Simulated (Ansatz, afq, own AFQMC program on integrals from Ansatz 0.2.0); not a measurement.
Two steps: Ansatz 0.2.0 writes the Fock matrix and Cholesky factors of the valence space, and afq projects on them the lowest state that overlaps trial and start.

```yaml
crystal:
  periodic: [false, false, false]
  atoms:
    - {symbol: Al, position_ang: [-0.022898, 0.000000, 0.584948]}
    - {symbol: C, position_ang: [0.045057, -0.000001, -1.195748]}
    - {symbol: H, position_ang: [0.160619, 0.000001, 2.146962]}
    - {symbol: H, position_ang: [-0.042277, 0.912507, -1.778398]}
    - {symbol: H, position_ang: [-0.042277, -0.912509, -1.778397]}
basis:
  gaussian: {orbitals: cc-pVDZ}
magnetization: {spin_polarized: true, initial_magnetization: 0}
correlation: {method: ccsd_t, electrons: outside_noble_gas, hamiltonian_folder: ham}
```

```sh
$ ansatz run in.yaml --threads 1 --pin off --events-out ev --progress --plain --max-ram 1382MiB
```

Options of the walk:

```
--method phaseless --trial cisd --walkers 60 --populations 1 --least-time 40 --time-step 0.005 --steps-per-block 50 --equilibration-blocks 28 --max-blocks 300 --target-error 0.00038 --factor-cut 1e-05 --start spin_pure --seed 6090 --release-times 0.24,0.51,0.99,1.62,2.4 --release-step 0.03 --release-every 4 --taylor-order 6
```

Times are imaginary, in 1/Eh. The walk had a cap of 656 s.

afq prints:

```
orbitals 41  electrons 5 5  factors 322 of 443
reference energy -281.42588579 Eh
CCSD correlation -0.23551528 Eh in 12 cycles, weight of the determinant in the CISD state 0.8709
energy of the start -281.661401 Eh
 block  time / (1/Eh)  mean weight  energy / Eh
     1     0.250  0.9991  -281.660184
     2     0.500  1.0003  -281.665249
     3     0.750  1.0014  -281.665329
     4     1.000  1.0000  -281.664467
     5     1.250  1.0004  -281.664207
     7     1.750  0.9983  -281.667990
     9     2.250  0.9981  -281.668914
    17     4.250  1.0008  -281.678244
    33     8.250  1.0004  -281.670674
    49    12.250  0.9982  -281.671657
    65    16.250  1.0001  -281.669267
    81    20.250  0.9983  -281.668842
    89    22.250  0.9991  -281.661174
    97    24.250  0.9982  -281.674695
   113    28.250  0.9985  -281.672624
   129    32.250  0.9996  -281.665689
   145    36.250  1.0004  -281.669708
   161    40.250  0.9994  -281.676262
   177    44.250  0.9987  -281.668431
   185    46.250  1.0014  -281.680317
   193    48.250  0.9974  -281.672718
   209    52.250  1.0012  -281.669899
   225    56.250  1.0002  -281.670048
   241    60.250  1.0015  -281.671110
   257    64.250  1.0014  -281.667671
   273    68.250  0.9994  -281.664553
   289    72.250  1.0017  -281.667258
   305    76.250  0.9984  -281.666104
   321    80.250  1.0014  -281.669736
blocks merged  error / Eh  count
     1  0.000378  300
     2  0.000471  150
     4  0.000573  75
     8  0.000748  37
    16  0.000697  18
    32  0.000576  9
released: time / (1/Eh)  energy / Eh  error  mean overlap
  0.24  -281.671221  0.000565  0.9991
  0.51  -281.671252  0.000530  1.0038
  0.99  -281.671342  0.000435  1.0231
  1.62  -281.671310  0.000675  1.0154
  2.40  -281.670829  0.000712  1.0312
energy -281.671187 +/- 0.000748 Eh
(rows thinned)
```

The run passed its tests (sampling time, drift between the halves within three errors, error under three times the target), which doesn't prove that it has relaxed.

Against this walk (error 20.4 meV) on the same determinant: CCSD(T) 22.9 meV higher (within the noise), CCSDT(Q) 25.1 meV lower (within the noise). The error is statistical and leaves out the bias of the constraint. Released to 2.40 1/Eh the energy moves by 10 ± 28 meV (both errors), within twice the noise.

Cautions: constraint bias not in the error; error above the target (20.4 against 10.3 meV); higher spins were not checked; an unrestricted solution with more broken spin lies lower (93 meV, ⟨S²⟩ 0.39), while this determinant keeps restricted orbitals.

The walk took 6.1 min on 1 thread of Intel(R) Xeon(R) 6975P-C (Granite Rapids), with other jobs on the host. The log's last line is the phaseless energy.

CCSDT and higher add their correlation energy to the determinant of the CCSD(T) run, since their own runs factorise the integrals more tightly (a shift of under 2 meV). A walk keeps the symmetry of its determinant, which the program's search chose and which needn't be the lowest solution, so a lower state of the same spin and another symmetry isn't excluded.
